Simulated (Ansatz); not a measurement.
Pulling the pair apart

The pair of HF (SMILES F, atoms 1–2) and SiNH5 (SMILES [SiH3]N, atoms 3–9), both closed shells, in one local arrangement (a lower one may exist), relaxed at PBE0-D4/def2-TZVP:

```json
{"atom": "F1", "x (Å)": "-0.7345", "y (Å)": "0.5738", "z (Å)": "-2.4337"}
{"atom": "H2", "x (Å)": "-0.6826", "y (Å)": "0.5741", "z (Å)": "-1.4799"}
{"atom": "Si3", "x (Å)": "0.6922", "y (Å)": "-0.6286", "z (Å)": "0.6077"}
{"atom": "N4", "x (Å)": "-0.5538", "y (Å)": "0.5390", "z (Å)": "0.2056"}
{"atom": "H5", "x (Å)": "0.2558", "y (Å)": "-1.9330", "z (Å)": "0.0588"}
{"atom": "H6", "x (Å)": "1.9441", "y (Å)": "-0.1624", "z (Å)": "-0.0315"}
{"atom": "H7", "x (Å)": "0.9169", "y (Å)": "-0.7682", "z (Å)": "2.0727"}
{"atom": "H8", "x (Å)": "-0.3533", "y (Å)": "1.4957", "z (Å)": "0.4695"}
{"atom": "H9", "x (Å)": "-1.4848", "y (Å)": "0.3095", "z (Å)": "0.5309"}
```

SiNH5 is shifted rigidly along the line between the mean atom positions of the two fragments (negative: closer). Counterpoise interaction energies in kJ/mol. Ansatz 0.2.0; basis: def2-TZVPPD; cores frozen in the correlated methods.

```
shift (Å)  wB97M-V    MP2  r2SCAN-D4
    -0.17    -40.9  -37.5      -47.7
    -0.08    -45.2  -42.0      -51.0
     0.00    -47.0  -44.1      -51.8
     0.08    -47.1  -44.3      -51.0
     0.20    -45.3  -42.7      -48.1
     0.42    -38.8  -36.8      -40.4
     0.85    -25.2  -24.2      -25.7
     1.69     -9.7   -9.6       -9.5
```

(1) What does CCSD(T) give at these shifts? (Judge from chemistry; the value comes from the calculation.)

No T1 diagnostic of these runs exceeds 0.011.

Answers

(1) The calculation gives: -36.5, -41.2, -43.4, -43.8, -42.4, -36.7, -24.2, -9.5 kJ/mol. For zero shift, CCSD(T) at an estimated basis limit (MP2 extrapolated from triple and quadruple zeta, plus CCSD(T) − MP2 in triple zeta) gives -46.3 kJ/mol. These are counterpoise interaction energies, counted from the two frozen fragments.

For scale, one of the runs: CCSD(T)/def2-TZVPPD, 227 basis functions, launched by `ansatz run in.yaml --threads 4 --pin off --events-out ev --progress --plain --max-ram 9574MiB`. The run took 34 s on 4 CPU threads of an Intel Xeon Platinum 8259CL (shared host), with 3.8 GiB of host memory at its peak.
